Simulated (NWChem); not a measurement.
# ethane (C2H6); SMILES CC

Results from NWChem. Coordinates come from a PBE0/def2-SVP optimisation.

Problem. Predict the results for CAM-B3LYP/def2-TZVPD. Quantities: highest occupied level (eV); orbital gap (eV).

Solution. 
```json
{
  "highest occupied level (eV)": "-11.01",
  "orbital gap (eV)": "12.05"
}
```
